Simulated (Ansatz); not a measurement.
# Heat of formation of C2H7N (ethanamine) from total energies

The species is C2H7N (10 atoms), meant as a singlet with charge 0. SMILES: `CCN`. The shape is that of a PBE0-D4/def2-TZVP optimisation. This is one conformer, not always the lowest.

Total energies at BHLYP/cc-pVDZ (Ansatz 0.2.0); the atoms run unrestricted:

| species | state | energy (Eh) |
| --- | --- | --- |
| C2H7N | singlet | -135.086770 |
| C | triplet | -37.841274 |
| N | quartet | -54.577882 |
| H | doublet | -0.497839 |

Harmonic wavenumbers at PBE0-D4/def2-TZVP, in cm⁻¹: 252, 286, 401, 776, 852, 899, 1004, 1087, 1159, 1269, 1376, 1389, 1399, 1478, 1484, 1496, 1661, 3034, 3046, 3076, 3111, 3114, 3514, 3594.

Measured heats of formation of the gaseous atoms at 298.15 K, in kJ/mol: C 716.9, N 472.4, H 218.0. Take 1 Eh = 2625.50 kJ/mol, 1 cm⁻¹ = 0.0119627 kJ/mol, RT = 2.479 kJ/mol.

Task: What heat of formation follows?

Result: 
1. Electronic atomisation energy: 2 × (-37.841274) + (-54.577882) + 7 × (-0.497839) − (-135.086770) = 1.341467 Eh = 3522.0 kJ/mol.
2. Zero-point energy: half the sum of the wavenumbers, 20378.5 cm⁻¹ = 243.8 kJ/mol.
3. Thermal vibrational enthalpy, Σ hcν̃/(exp(hcν̃/kT) − 1): 4.1 kJ/mol. Translation, rotation and pV of a non-linear molecule: 4 RT = 9.9 kJ/mol.
4. The 10 free atoms carry 5/2 RT each: 62.0 kJ/mol.
5. Atomisation enthalpy at 298 K: 3522.0 − 243.8 − 4.1 − 9.9 + 62.0 = 3326.2 kJ/mol.
6. Sum of the atoms' heats of formation: 3432.2 kJ/mol. Heat of formation: 3432.2 − 3326.2 = +106.0 kJ/mol.

The tabulated value is -47.5 kJ/mol (CRC Handbook of Chemistry and Physics), so this level is off by +153.5 kJ/mol, or 4.4 % of the atomisation enthalpy. Hybrids with much exact exchange underbind. Anharmonicity and any spin-orbit splitting of the molecule are left out.
